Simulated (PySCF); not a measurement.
H₃Si, SMILES [SiH3], doublet (PBE/def2-SVP optimised geometry):

```
4

Si    -0.480    -0.302     0.000
H      1.025    -0.302     0.000
H     -1.025    -1.100     1.154
H     -1.025     1.100     0.000
```

Calculation: PySCF 2.14.0 with unrestricted PBE/def2-TZVP.

Problem. What are the frontier orbital energies (α orbitals alone; a β orbital can be the lowest empty one) and the dipole moment?

Solution. HOMO-2 -8.70 eV, HOMO-1 -8.70 eV, HOMO -5.33 eV, LUMO 0.08 eV, LUMO+1 0.08 eV; dipole moment 0.03 D.

Meta-Löwdin charges at PBE/def2-TZVP: Si1 0.15, H2 -0.05, H3 -0.05, H4 -0.05.
